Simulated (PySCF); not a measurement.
Methane, CH₄.
InChI=1S/CH4/h1H4

Level of theory: B3LYP/def2-SVPD in PySCF (dipole) on a GFN2-xTB geometry, gas phase.

Masses are those of the commonest isotopes; rigid-rotor values at the optimised geometry. 

**Question.** What are A, B and C (GHz)?

**Answer.** Ia = 3.15, Ib = 3.15, Ic = 3.15 u·Å²; 505379 MHz·u·Å²/I gives 160579, 160568 and 160566 MHz, that is A = 160.58, B = 160.57, C = 160.57 GHz.

**Question.** What kind of rotor is it?

**Answer.** A spherical top, as the point group Td requires three equal moments; the computed ones differ by 0.01 % because the geometry is symmetric only within the optimiser's tolerance.

The point group Td allows no dipole (computed: 0.00 D), so a rigid rotor has no electric-dipole lines.

**Question.** Estimate the classical rotational partition function at 50 K and 500 K.

**Answer.** Point group Td, symmetry number σ = 12; q = (√π/σ)·√((kT/h)³/(ABC)), k/h = 20836.6 MHz/K: 2.4 at 50 K, 77.2 at 500 K.

GFN2-xTB frequencies: not computed here. These are rigid-rotor constants of the computed structure; measured ground-state constants (B0) also hold zero-point vibration.

The run took 0.9 s of wall time on one thread, x86-64 server, shared host. This is the B3LYP/def2-SVPD job that gave the dipole, with the excitations it also computed.
